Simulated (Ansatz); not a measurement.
Cl2Si, SMILES Cl[Si]Cl: vertical spin-state energies, run with Ansatz 0.2.0, Python API.

Input file `cl2si.xyz`:
```text
3

Cl    0.21015    1.75807    0.30937
Si   -0.62053   -0.00844   -0.34006
Cl    0.41038   -1.74963    0.03069
```

Script `spin_cl2si.py`:
```python
import ansatz as az


def main() -> None:
    cl2si = az.Crystal.molecule_from_extxyz("cl2si.xyz")

    base = (
        cl2si.calculation()
        .basis(gaussian="def2-TZVPP")
        .functional("PBE0")
    )
    found = {}
    for unpaired in [0, 2]:
        summary = base.spin("collinear", total=unpaired).run().report
        s = unpaired / 2
        found[unpaired] = summary["free_energy_ev"]
        print(f"2S+1 = {unpaired + 1}: E = {found[unpaired]:.5f} eV, <S^2> = {abs(summary['mean_field']['state']['spin_squared']):.3f} (pure state {s * (s + 1):.2f})")
    lowest = min(found, key=found.get)
    for unpaired, e in found.items():
        print(f"multiplicity {unpaired + 1}: {96.485332 * (e - found[lowest]):.1f} kJ/mol above the lowest")


if __name__ == "__main__":
    main()
```

Which spin state is lowest at this geometry, and how far above lie the others?

In order: multiplicity 1 (+0.00 eV) and multiplicity 3 (+1.86 eV), all at the one geometry.

The run itself:

```console
$ python spin_cl2si.py
2S+1 = 1: E = -32913.91510 eV, <S^2> = 0.000 (pure state 0.00)
2S+1 = 3: E = -32912.05663 eV, <S^2> = 2.004 (pure state 2.00)
multiplicity 1: 0.0 kJ/mol above the lowest
multiplicity 3: 179.3 kJ/mol above the lowest
```

Total energies depend on the basis set; only differences at equal settings carry meaning. The geometry is a force-field or estimated start, not a minimum of this method, and the basis set is short of its limit. All parts are taken at fixed geometry, without zero-point energy. Wall time of the script: 7 s on 1 thread of Intel(R) Xeon(R) Platinum 8488C (Sapphire Rapids), on a shared host, peak memory 0.37 GiB.

(Lines on the test bed's own set-up are left out of the output.)
